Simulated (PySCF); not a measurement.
## SH: frontier orbitals

PBE0 at R = 1.356 Å; basis H pcseg-1, S pcseg-1; no relativity; PySCF 2.14. State: ²Π (doublet), unpaired electrons π ↑. Only the outer orbitals are listed, counted within each symmetry.

| spin | orbital | occ. | ε (eV) | on H (%) | main shells (%) |
| --- | --- | --- | --- | --- | --- |
| α | 4σ | 1 | -20.63 | 11 | 86 S s, 10 H s |
| α | 5σ | 1 | -11.61 | 30 | 57 S p, 30 H s, 12 S s |
| α | 2π | 1 | -9.25 | 0 | 100 S p |
| α | 2π | 1 | -7.86 | 0 | 100 S p |
| α | 6σ | 0 | 0.44 | 85 | 84 H s, 23 S p |
| α | 7σ | 0 | 6.72 | 25 | 61 S p, 24 H s, 12 S d |
| α | 3π | 0 | 7.55 | 0 | 100 S p |
| β | 4σ | 1 | -19.39 | 15 | 81 S s, 15 H s |
| β | 5σ | 1 | -11.20 | 29 | 55 S p, 29 H s, 15 S s |
| β | 2π | 1 | -7.43 | 0 | 100 S p |
| β | 2π | 0 | -4.58 | 0 | 100 S p |
| β | 6σ | 0 | 0.71 | 83 | 83 H s, 23 S p |
| β | 7σ | 0 | 6.98 | 24 | 64 S p, 23 H s, 10 S d |

Question: Which are the highest filled and the lowest empty level, where do they sit, and how wide is the gap?

Answer: Highest filled β 2π at -7.43 eV (in %: 100 S p); lowest empty β 2π at -4.58 eV (in %: 100 S p); the gap at PBE0 is 2.85 eV. Both belong to one degenerate shell, split only by its one-sided filling, so this is no excitation gap.

```
bond order (Mayer)                             : 0.95
⟨S²⟩                                           : 0.753
charge on H (Mulliken, basis-dependent)        : 0.14
charge on H (Löwdin, basis-dependent)          : 0.04
dipole moment (positive dipole means H(−)S(+)) : -1.11 D
polarisability along the bond                  : 17.7 bohr³
polarisability across the bond                 : 9.2 bohr³
```

The state is the lowest determinant that a PBE0 search found; another state may lie lower at other levels.
